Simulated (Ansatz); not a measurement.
For Ta (model structure, started from the omega type, P6/mmm, No. 191, 3 atoms in the cell), PBE (Ansatz, a quantum-chemistry and plane-wave program, plane waves, PAW) gives:

| Quantity | Result |
|---|---|
| equilibrium lattice constant a | 4.865 Å |
| lattice parameter c | 2.729 Å |

Task: What does PBE-D3(BJ) in Ansatz (plane waves, PAW) give for the same quantities?

Result: 
- lattice constant a: 4.812 Å (decreases by 1.1 %)
- lattice parameter c: 2.704 Å (decreases by 0.9 %)

Changes are worked out from the printed values.

Unless a cell is named, each level is at its own relaxed cell (PBE 18.65, PBE-D3(BJ) 18.07 Å³/atom).

Levels without +SOC leave out spin–orbit coupling, which shifts energies and cells of such heavy elements.

Ansatz's density-functional and Hartree–Fock values are scalar-relativistic unless marked +SOC, with PAW data made under PBE.

A model structure was made by putting elements into a prototype or built by hand; it is no filed structure, need not be a known phase, and can be a saddle point held by its symmetry.
